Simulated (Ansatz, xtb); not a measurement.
Relative energy of two isomers of CH7N2+

We compare I, `CN[NH3+]`, a singlet, with II, `C[NH2+]N`, a singlet. Both are isolated ions in the gas phase, relaxed with PBE-D3(BJ)/def2-SVP; the shapes shown needn't be the lowest conformers.

I (Å):

```xyz
10

C     0.3768    0.2801   -2.5636
N     0.7266    1.0905   -1.3974
N     0.0027    0.6748   -0.2272
H     0.7336   -0.7605   -2.4233
H     0.9332    0.7015   -3.4221
H    -0.7103    0.2765   -2.8137
H     0.5061    2.0866   -1.5431
H     0.2645    1.2742    0.5808
H     0.2985   -0.2927    0.0194
H    -1.0468    0.6624   -0.3019
```

II (Å):

```yaml
atoms:
  - { symbol: C, position_ang: [0.2420, 0.0185, -2.4087] }
  - { symbol: N, position_ang: [-0.1952, 0.8857, -1.2649] }
  - { symbol: N, position_ang: [0.8995, 1.1965, -0.3907] }
  - { symbol: H, position_ang: [-0.6127, -0.1115, -3.0977] }
  - { symbol: H, position_ang: [1.0893, 0.5211, -2.9074] }
  - { symbol: H, position_ang: [0.5568, -0.9615, -2.0055] }
  - { symbol: H, position_ang: [-0.5347, 1.7886, -1.6510] }
  - { symbol: H, position_ang: [-1.0224, 0.4467, -0.7987] }
  - { symbol: H, position_ang: [0.5542, 1.7971, 0.3728] }
  - { symbol: H, position_ang: [1.2401, 0.3148, 0.0213] }
```

Energies in hartree; the thermal terms are from PBE-D3(BJ)/def2-SVP harmonic frequencies (ideal gas, rigid rotor, one conformer each, 298.15 K, 1 atm) and include the zero-point energy:

```
                               I           II
E, CCSD(T)/def2-TZVP  −151.263022  −151.271223
   zero-point energy     0.092879     0.093602
        H(298 K) − E     0.098245     0.098913
        G(298 K) − E     0.067338     0.068109
```

Q: Work out ΔE, ΔE₀, ΔH and ΔG for I → II in kJ/mol (1 Eh = 2625.50 kJ/mol) and the equilibrium ratio [II]/[I].

A: 1. ΔE = −151.271223 − (−151.263022) = −0.008201 Eh = −21.53 kJ/mol.
2. ΔE₀ = ΔE + ΔZPE = −0.008201 + (+0.000723) Eh = −19.63 kJ/mol.
3. ΔH = ΔE + (+0.000668) Eh = −19.78 kJ/mol.
4. ΔG = ΔE + (+0.000771) Eh = −19.51 kJ/mol, so ΔS = (ΔH − ΔG)/T = −0.9 J/(mol K).
5. kT = 0.9442 mEh, so K = [II]/[I] = exp(−ΔG/kT) = exp(+7.87) ≈ 2.6 × 10^3.

Structure II is favoured at this temperature. An error of 4 kJ/mol in ΔG would change K by a factor of 5. Mirror images and further conformers aren't counted.

As drawn, both hold the same kinds of bond in the same numbers.

Other levels gave ΔE = −8.5 (GFN2-xTB); −2.6 (HF/STO-3G, GFN2-xTB geometries); −13.8 (r2SCAN-D4/def2-SVP, GFN2-xTB geometries); −13.3 (PBE-D3(BJ)/def2-SVP); −22.3 (HF/def2-TZVP); −21.4 (MP2/def2-TZVP) kJ/mol. The correlated steps freeze 3 core orbitals. Programs: Ansatz 0.2.0, xtb 6.7.1.
